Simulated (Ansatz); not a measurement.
# B2 (triplet): basis-set convergence

One table from this session's results is given with a row withheld; the runs are named, their logs left out.

Method: one geometry, several basis sets; program: Ansatz 0.2.0, Gaussian basis.

The runs, in order: PBE0-D4/def2-SVP; ωB97M-V/def2-SVP; PBE0-D4/def2-QZVPP; ωB97M-V/def2-QZVPP; CCSD(T)/cc-pV(D+d)Z; CCSD(T)/cc-pV(T+d)Z; CCSD(T)/cc-pV(Q+d)Z; the functionals' def2-TZVPP values are taken from earlier runs.

## Structure used throughout

All runs share one geometry, relaxed beforehand with PBE0-D4 in a triple-zeta def2 set.

SMILES `B#B`, 2 atoms, charge 0, spin multiplicity 3.

Atoms are counted from 1 here; the program's logs count them from 0.

Bond lengths: B1–B2 1.562 Å.

The first run:

Contents of in.yaml:

```yaml
crystal:
  periodic: [false, false, false]
  atoms:
    - {symbol: B, position_ang: [-0.000000, 0.000000, -0.078331]}
    - {symbol: B, position_ang: [0.000000, -0.000000, 1.483451]}
basis:
  gaussian: {orbitals: def2-SVP}
magnetization: {spin_polarized: true, initial_magnetization: 2}
hamiltonian: {xc: pbe0, dispersion: d4}
output: {orbitals: {seedname: orbitals}}
```

Run with:

```console
> ansatz run in.yaml --threads 2 --pin off --events-out ev --progress --plain --max-ram 32768MiB --backend cpu
```

Steps of the session up to this table: PBE0-D4 in def2-SVP; ωB97M-V in def2-SVP; PBE0-D4 in def2-QZVPP; ωB97M-V in def2-QZVPP.

One table of the session follows, with a row left open; its other results are not shown here.

It belongs to the step «Density functionals: the series». 

```
functional       basis  HOMO (eV)  LUMO (eV)
   PBE0-D4    def2-SVP      -7.14      -3.44
   PBE0-D4  def2-TZVPP          ?          ?
   PBE0-D4  def2-QZVPP      -7.10      -3.44
   ωB97M-V    def2-SVP      -9.00      -1.82
   ωB97M-V  def2-TZVPP      -9.02      -1.96
   ωB97M-V  def2-QZVPP      -9.03      -1.95
```

Estimate the missing values for PBE0-D4, def2-TZVPP.

**Answer.** HOMO (eV): -7.10; LUMO (eV): -3.45.
